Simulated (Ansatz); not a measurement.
We consider rhombohedral A7 Bi, described by PBE+SOC (Ansatz, an electronic-structure program, PAW).

Numerical settings: plane-wave cutoff 520 eV, 14×14×14 k mesh, Fermi–Dirac smearing 0.05 eV, PAW data made under PBE.

Starting structure:

```xyz
2
Lattice="2.2750 1.3135 3.9533 -2.2750 1.3135 3.9533 0.0000 -2.6269 3.9533" Properties=species:S:1:pos:R:3 pbc="T T T"
Bi     0.0000     0.0000     9.0848
Bi     0.0000     0.0000     2.7752
```

Into what structure does the relaxation of cell and atoms lead at this level, with the symmetry of the start kept?

The volume increases by 8.2 %; final space group R-3m.
```xyz
2
Lattice="2.3187 1.3387 4.1168 -2.3187 1.3387 4.1168 0.0000 -2.6774 4.1168" Properties=species:S:1:pos:R:3 pbc="T T T"
Bi     0.0000     0.0000     9.4902
Bi     0.0000     0.0000     2.8603
```

Note: the cell comes from a level without a dispersion term, which matters for the spacing of layers, chains or molecules.
